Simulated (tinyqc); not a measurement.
Inside a calculation. Method: harmonic frequencies on the RHF/sto-6g surface (energies and gradients from PySCF), for H3O+, spin multiplicity 1. Computed by tinyqc, a small Python program that keeps every step (integrals from PySCF). Settings: charge = 1, multiplicity = 1, basis = sto-6g, delta = 0.01. Command: `OMP_NUM_THREADS=1 python tinyqc.py 27237 27238 out.jsonl` (the two numbers bound the seeds that draw the settings). One thread of a shared host (Intel(R) Xeon(R) Processor @ 2.60GHz), about 7 s of CPU time with the checks.

## One row of the Hessian: 2Hx

optimised positions (bohr), order 1O, 2H, 3H, 4H:
```
[[-0.0156, 0.0106, 0.4441],
 [1.7993, -0.0160, 0.0036],
 [-0.8934, 1.5828, -0.0520],
 [-0.9319, -1.5489, -0.0216]]
```

gradient at +delta (hartree/bohr), order 1O, 2H, 3H, 4H:
```
[[-0.005843, 0.000091, 0.001047],
 [0.005921, -0.000074, -0.001290],
 [-0.000028, -0.000046, 0.000123],
 [-0.000051, 0.000030, 0.000119]]
```

gradient at -delta (hartree/bohr), order 1O, 2H, 3H, 4H:
```
[[0.006061, -0.000049, -0.001104],
 [-0.006120, 0.000079, 0.001354],
 [0.000032, 0.000038, -0.000120],
 [0.000026, -0.000068, -0.000130]]
```

Displace 2Hx by +/-0.01 bohr; H(k, :) = (g(+) - g(-)) / (2 delta).

row of the Hessian (hartree/bohr^2): [-0.595190, 0.006965, 0.107576, 0.602047, -0.007679, -0.132166, -0.003011, -0.004200, 0.012137, -0.003847, 0.004914, 0.012453]

## Hessian by finite differences

All rows are made in the same way, and the matrix is symmetrised.

Hessian (symmetrised) (hartree/bohr^2), order 1Ox, 1Oy, 1Oz, 2Hx, 2Hy, 2Hz, 3Hx, 3Hy, 3Hz, 4Hx, 4Hy, 4Hz:
```
[[1.057306, 0.000095, 0.013555, -0.595188, 0.007606, 0.174073, -0.226037, 0.201047, -0.093830, -0.236087, -0.208747, -0.093798],
 [0.000095, 1.057345, -0.009114, 0.006963, -0.114194, -0.001438, 0.200510, -0.474079, 0.166153, -0.207568, -0.469079, -0.155601],
 [0.013555, -0.009114, 0.137862, 0.107552, -0.000618, -0.041542, -0.061269, 0.108139, -0.050718, -0.059839, -0.098407, -0.045600],
 [-0.595188, 0.006963, 0.107552, 0.602047, -0.007677, -0.132143, -0.003011, -0.004201, 0.012138, -0.003847, 0.004914, 0.012453],
 [0.007606, -0.114194, -0.000618, -0.007677, 0.082340, 0.001241, 0.038555, 0.015371, -0.016767, -0.038483, 0.016485, 0.016145],
 [0.174073, -0.001438, -0.041542, -0.132143, 0.001241, 0.042636, -0.021313, 0.002211, -0.000408, -0.020616, -0.002015, -0.000687],
 [-0.226037, 0.200510, -0.061269, -0.003011, 0.038555, -0.021313, 0.203640, -0.217565, 0.073175, 0.025412, -0.021498, 0.009407],
 [0.201047, -0.474079, 0.108139, -0.004201, 0.015371, 0.002211, -0.217565, 0.472012, -0.129884, 0.020719, -0.013302, 0.019535],
 [-0.093830, 0.166153, -0.050718, 0.012138, -0.016767, -0.000408, 0.073175, -0.129884, 0.051285, 0.008517, -0.019500, -0.000160],
 [-0.236087, -0.207568, -0.059839, -0.003847, -0.038483, -0.020616, 0.025412, 0.020719, 0.008517, 0.214526, 0.225331, 0.071938],
 [-0.208747, -0.469079, -0.098407, 0.004914, 0.016485, -0.002015, -0.021498, -0.013302, -0.019500, 0.225331, 0.465898, 0.119921],
 [-0.093798, -0.155601, -0.045600, 0.012453, 0.016145, -0.000687, 0.009407, 0.019535, -0.000160, 0.071938, 0.119921, 0.046446]]
```

## Normal modes

masses (u): [15.9949, 2.0141, 2.0141, 1.0078]

Diagonalise H_ij / sqrt(m_i m_j); the 6 smallest eigenvalues belong to translations and rotations; wavenumber = sqrt(eigenvalue / 1822.888) x 219474.63; each mode has its largest component positive (the first on a tie); zero-point energy = sum of wavenumbers / 2, with 349.755 1/cm per kcal/mol. A mass of 2.014 u marks deuterium.

eigenvalues of the mass-weighted Hessian (hartree/(bohr^2 u)): [0.0000, 0.0000, 0.0000, 0.0000, 0.0000, 0.0000, 0.0187, 0.0767, 0.1139, 0.3296, 0.3756, 0.6695]

harmonic wavenumbers of the vibrations (1/cm): [702.3, 1423.4, 1734.9, 2951.3, 3150.4, 4206.0]

mass-weighted modes, order 1Ox, 1Oy, 1Oz, 2Hx, 2Hy, 2Hz, 3Hx, 3Hy, 3Hz, 4Hx, 4Hy, 4Hz:
```
[[0.0244, -0.1617, -0.2020, -0.1097, -0.3432, -0.1296],
 [0.0252, -0.2729, 0.1200, -0.1815, 0.2037, -0.2197],
 [-0.4585, -0.0181, -0.0042, 0.1033, -0.0070, -0.0411],
 [0.1154, -0.0833, -0.1365, 0.6665, 0.6280, 0.0467],
 [-0.0653, 0.6306, -0.2976, 0.0045, -0.0230, 0.0054],
 [0.4413, -0.0672, -0.0979, -0.1385, -0.1584, -0.0225],
 [-0.1259, 0.5953, 0.1929, -0.3108, 0.3154, -0.0169],
 [0.0781, 0.2276, 0.2641, 0.5851, -0.5368, 0.0431],
 [0.4365, -0.0532, 0.0991, -0.1589, 0.1778, -0.0238],
 [-0.0824, -0.0796, 0.7250, -0.0658, 0.0335, 0.4742],
 [-0.1184, -0.1258, -0.4305, -0.1105, -0.0199, 0.8066],
 [0.5856, 0.2424, 0.0149, 0.0088, 0.0007, 0.2291]]
```

zero-point energy = 20.2547 kcal/mol
